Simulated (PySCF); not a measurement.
Molecule: ethylene sulfite (SMILES O=S1OCCO1).

Bonds (- single, = double, # triple, : aromatic): O1=S2, S2-O3, O3-C4, C4-C5, C5-O6, O6-S2. C4 carries H7, H8; C5 carries H9, H10.

Frames of a GFN2-xTB Langevin trajectory at 300 K; GIAO PBE0/pcSseg-1 shieldings in PySCF, gas phase, non-relativistic; equivalent atoms averaged within each frame.

References, each an isolated molecule treated in the same way: H2O for $^{17}$O (σ = 336.08 ppm); $^{33}$S (σ = 503.73 ppm) vs CS2; $^{13}$C (σ = 186.93 ppm), $^{1}$H (σ = 31.72 ppm) against TMS. The references are static minima.

How do the shifts (ppm) fluctuate along the trajectory?

Answers


| time (fs) | O1 | O3/O6 | S2 | C4/C5 | H8/H9 | H7/H10 |
| --- | --- | --- | --- | --- | --- | --- |
| optimised geometry | 302.8 | 194.5 | 567 | 69.9 | 4.67 | 4.31 |
| 250 | 274.4 | 166.4 | 556 | 60.2 | 4.42 | 4.06 |
| 425 | 330.7 | 231.3 | 591 | 72.2 | 4.81 | 4.63 |
| 625 | 303.9 | 198.6 | 585 | 67.2 | 4.48 | 3.40 |
| 800 | 261.1 | 175.2 | 507 | 66.0 | 5.30 | 4.22 |
| 1000 | 292.6 | 234.3 | 582 | 70.6 | 5.02 | 4.28 |
| mean of frames | 292.6 | 201.2 | 564 | 67.2 | 4.81 | 4.12 |
| standard deviation | 27.0 | 31.2 | 34 | 4.7 | 0.37 | 0.45 |

5 frames give an uncertainty of the mean of about the standard deviation over 2.2 at best, since frames this close in time may not be independent; classical motion lacks zero-point vibration, and the reference would need the same averaging.
